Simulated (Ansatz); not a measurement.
This geometry of BClH2 + H2 (6 atoms, charge 0, multiplicity 1) is a first-order saddle point.

Theory: Ansatz 0.2.0, RKS B3LYP/def2-SVP.

```xyz
6
Properties=species:S:1:pos:R:3
B 0.016 -0.267 0.024
Cl 0.000 0.019 2.161
H 1.072 0.156 -0.347
H -1.059 0.096 -0.355
H 0.052 -1.536 0.148
H 0.036 -1.139 1.225
```

Question: Which two structures does it join? (They come from a converged band through this point; their orientation in space is the band's.)

Answer: Bonds broken: B1–Cl2, H5–H6. Bonds formed: B1–H5, Cl2–H6. BClH2 + H2 becomes BH3 + ClH.

First end point:

```xyz
6
Properties=species:S:1:pos:R:3
B -0.015 0.549 0.172
Cl -0.036 1.154 1.812
H 1.050 0.390 -0.360
H -1.066 0.320 -0.361
H 0.111 -2.624 0.426
H 0.074 -2.459 1.168
```

Last end point:

```xyz
6
Properties=species:S:1:pos:R:3
B 0.018 -0.263 -0.358
Cl 0.001 -0.154 2.189
H 1.040 0.364 -0.479
H -1.045 0.288 -0.490
H 0.062 -1.469 -0.353
H 0.042 -1.436 2.348
```

Question: How far does it lie above each of them?

Answer: 104.0 kJ/mol above the first and 34.3 kJ/mol above the second. This is the barrier of this one path; another mechanism may lie lower. The orbitals stay closed-shell, which can raise the energy where a bond breaks towards radicals; this wasn't checked here.

Time of the run: 74 s on 1 thread of Arm Neoverse V2, on a shared host, peak memory 0.095 GiB.
